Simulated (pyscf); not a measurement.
PySCF, gas phase, ωB97X-D3(BJ)/def2-SVP geometries. Correlated levels are frozen-core, on RHF or UHF. ΔMP2 is the change of the MP2 total energy from the triple- to the quadruple-zeta basis.

### Question
What is the homolytic dissociation enthalpy (298 K, CCSD(T)/def2-TZVPP + ΔMP2(QZVPP)) of the In–S bond of F–In(F)–SH, to [F–In–F]• + SH•?

### Answer
In–S to [F–In–F]• + SH•: 3.08 eV. The radicals are drawn with the spin at the cut bond; how far it spreads was not checked. The CCSD(T) − MP2 part came from Ansatz, without density fitting, on the same reference. The frozen core leaves the outer d or s,p core shells of the metals and heavy elements correlated in the MP2 and CC values, and def2-TZVPP describes them poorly, which can shift differences by a few kcal/mol. Left out: the spin-orbit lowering of SH. Elements past Kr carry the def2 core potentials, without spin-orbit coupling.
